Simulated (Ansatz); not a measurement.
```yaml
crystal:
  periodic: [false, false, false]
  atoms:
    - {symbol: C, position_ang: [-1.563860, -1.021308, 2.276842]}
    - {symbol: C, position_ang: [-0.335618, -0.480986, 1.565369]}
    - {symbol: C, position_ang: [-0.587420, -0.197526, 0.093920]}
    - {symbol: C, position_ang: [0.633922, 0.340930, -0.610683]}
    - {symbol: O, position_ang: [0.325997, 0.575725, -1.960052]}
    - {symbol: C, position_ang: [1.416099, 1.079068, -2.676966]}
    - {symbol: H, position_ang: [-1.902447, -1.956074, 1.821561]}
    - {symbol: H, position_ang: [-2.393414, -0.310891, 2.223422]}
    - {symbol: H, position_ang: [-1.362272, -1.218887, 3.332035]}
    - {symbol: H, position_ang: [0.000655, 0.437186, 2.060907]}
    - {symbol: H, position_ang: [0.488789, -1.196937, 1.662494]}
    - {symbol: H, position_ang: [-1.403122, 0.525248, -0.014533]}
    - {symbol: H, position_ang: [-0.911674, -1.112066, -0.414021]}
    - {symbol: H, position_ang: [1.467553, -0.376735, -0.532683]}
    - {symbol: H, position_ang: [0.970395, 1.275501, -0.131704]}
    - {symbol: H, position_ang: [1.093936, 1.231308, -3.707513]}
    - {symbol: H, position_ang: [1.761401, 2.039312, -2.267215]}
    - {symbol: H, position_ang: [2.263683, 0.378532, -2.669582]}
basis:
  gaussian: {orbitals: aug-cc-pVTZ}
hamiltonian: {xc: {name: HF}, dispersion: d2}
scf: {lower_state_search: light}
output: {forces: true}
```

```sh
$ ansatz run in.yaml --threads 2 --pin off --events-out ev --progress --plain --max-ram 22528MiB --backend cuda --devices 0, --max-vram 18GiB
```

Task: How does Ansatz answer? (Estimate.)

Result: Computed: The program refused the input.
```
Error: YAML parse error: error: line 24 column 43: hamiltonian.dispersion: `d2` is not `none`, `rvv10`, `d3bj`, `d3bjatm`, `d4` or a map `{method: …, s8: …, a1: …, a2_bohr: …}` (numbers without units, a2 in bohr) or `{method: …, functional: …}`
22 | basis:
23 |   gaussian: {orbitals: aug-cc-pVTZ}
24 | hamiltonian: {xc: {name: HF}, dispersion: d2}
25 | scf: {lower_state_search: light}
26 | output: {forces: true}
```
